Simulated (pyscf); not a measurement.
Optimised with ωB97X-D3(BJ)/def2-SVP in PySCF.

Question: For H₃C–B(OH)–OH + H₂ → HO–BH–OH + CH₄, a four-centre exchange (singlet surface; B–C, H–H broken, B–H, C–H formed), PBE/def2-TZVP gives ΔE‡ = 208.4 kJ/mol and ΔE = -22.6 kJ/mol (zero: the separated reactants). In which direction and how far do r²SCAN/def2-TZVP, M06-2X/def2-TZVP, ωB97M-D3(BJ)/def2-TZVP move these?

Answer: r²SCAN: ΔE‡ = 219.4 kJ/mol, ΔE = -19.2 kJ/mol; M06-2X: ΔE‡ = 239.9 kJ/mol, ΔE = -19.1 kJ/mol; ωB97M-D3(BJ): ΔE‡ = 235.8 kJ/mol, ΔE = -22.1 kJ/mol. PBE's barrier lies under all of them, by 11.0 to 31.5 kJ/mol. Its reaction energy matches one of them and lies within 3.5 kJ/mol of the others. At the saddle there is also a short B–H contact that neither side keeps. One saddle was located; it need not be the lowest between these sides.
